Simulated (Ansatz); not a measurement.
Results of PBE0-D4 (Ansatz, a first-principles code, PAW) for 1T (CdI2-type) HfS2.

Settings: plane-wave cutoff 500 eV, 12×12×4 k mesh (along the axes of the cell as run), gaussian smearing 0.02 eV, scalar-relativistic PAW data made under PBE.

Computed at the level's own relaxed cell.

Problem. What does this level give for the volume per atom, lattice parameter a and lattice parameter c?

Solution. 
* **volume per atom**: 22.13 Å³/atom
* **lattice parameter a**: 3.619 Å
* **lattice parameter c**: 5.854 Å

Measured, for comparison: lattice constant a 3.635 Å (temperature not stated, not corrected to a static lattice; as tabulated in Björkman (2014), arXiv:1406.2436); lattice parameter c 5.83 Å (temperature not stated, zero-point anharmonic expansion removed (computed with revB86b-DF2); no thermal correction; as tabulated in Björkman (2014), arXiv:1406.2436). Computed (rounded) less measured: lattice constant a -0.4 %, lattice parameter c +0.4 %. A static lattice is as a rule a little smaller and stiffer than an uncorrected measurement, which narrows the difference in the lattice constant a and would widen misses of the other sign.

Spin–orbit coupling is not included.

Static lattice: no zero-point or thermal effects.

Computing time: very roughly 50 core-minutes.
